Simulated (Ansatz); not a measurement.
System (SMILES): [CH3] (CH3), doublet.
Atoms: C1, H2, H3, H4. Bonds: C1-H2, C1-H3, C1-H4.

How fast the optimised C1-H2 bond length converges with the basis for several methods (Ansatz, a program for electronic structure): deviation from each method's own reference, in Å. References: B3LYP 1.0774 Å, the value in aug-cc-pVQZ; HF 1.0705 Å, the value in aug-cc-pVQZ; MP2 1.0734 Å, the value in aug-cc-pVQZ; PBE 1.0859 Å, the value in aug-cc-pVQZ. All functions are spherical. In correlated methods cores are frozen. Core-valence sets carry the plain set on hydrogen. Open shells are unrestricted. No added dispersion term, no relativity. The reference of a correlated method is not its basis-set limit, which lies further on.

```
basis            functions    B3LYP  HF      MP2      PBE
---------------  ---------  -------  --  -------  -------
STO-3G                   8   0.0142   ?   0.0175   0.0106
def2-SVP                29   0.0134   ?   0.0128   0.0123
6-311G**                36   0.0030   ?   0.0057   0.0022
def2-TZVP               49   0.0015   ?   0.0030   0.0011
6-311++G(2d,2p)         57   0.0002   ?  -0.0003   0.0000
def2-TZVPD              64   0.0016   ?   0.0035   0.0013
pcseg-2                 72   0.0005   ?  -0.0007   0.0002
def2-TZVPP              73   0.0007   ?   0.0008   0.0004
cc-pCVTZ                85   0.0005   ?   0.0008   0.0004
def2-TZVPPD             88   0.0008   ?   0.0011   0.0005
cc-pVQZ                145  -0.0001   ?  -0.0004  -0.0001
pcseg-3                159  -0.0001   ?  -0.0018  -0.0001
```

### Question
Fill in the missing entries.

### Answer

- STO-3G, HF: 0.0077
- def2-SVP, HF: 0.0102
- 6-311G**, HF: 0.0030
- def2-TZVP, HF: 0.0012
- 6-311++G(2d,2p), HF: 0.0001
- def2-TZVPD, HF: 0.0012
- pcseg-2, HF: -0.0001
- def2-TZVPP, HF: 0.0005
- cc-pCVTZ, HF: 0.0005
- def2-TZVPPD, HF: 0.0005
- cc-pVQZ, HF: 0.0000
- pcseg-3, HF: -0.0004

Mean absolute deviation over 6-311G**, def2-TZVP, 6-311++G(2d,2p), def2-TZVPD, pcseg-2, def2-TZVPP, cc-pCVTZ, def2-TZVPPD: PBE 0.0008, HF 0.0009, B3LYP 0.0011, MP2 0.0020 Å.
